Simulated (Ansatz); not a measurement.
Results of LDA (Ansatz, a first-principles code, PAW) for fcc Al.

Numerical settings: plane-wave cutoff 500 eV, 8×20×1 k mesh (along the axes of the cell as run), Fermi–Dirac smearing 0.1 eV, scalar-relativistic PAW data made under PBE.

Task: Predict the surface energy of the (211) face and work function of the (211) face.

Result: 
* **surface energy of the (211) face**: 1.12 J/m²
* **work function of the (211) face**: 4.31 eV

The slab of 24 atoms is relaxed and unreconstructed.

Computed values are for the static lattice.
